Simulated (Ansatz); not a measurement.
Basis-set extrapolation for `C=NC(=C)N` (PBE0-D4/def2-TZVP geometry, frozen core, Ansatz). Multiplicity 1, RHF reference.

|  | def2-TZVPP | def2-QZVPP |
| --- | --- | --- |
| HF | -226.037509 | -226.048005 |
| MP2 correlation | -0.893647 | -0.953711 |
| CCSD(T) correlation | -0.966389 | not run |

Energies in hartree. Use E(X) = E(∞) + A·exp(−7.88·√X) for Hartree–Fock and E(X) = E(∞) + B·X^(−2.97) for correlation, with X = 3 and 4, and add CCSD(T) minus MP2 of the smaller set to the MP2 limit.

Question: What is the CCSD(T) energy at the basis-set limit?

Answer: HF limit: -226.048005 + (-0.010496) × 0.13774 = -226.04945. MP2 limit: -0.953711 + (-0.060064) × 0.74074 = -0.99820. Higher-order term: -0.966389 − (-0.893647) = -0.07274. Total: -227.12039 hartree, 3.17 eV below CCSD(T)/def2-TZVPP.
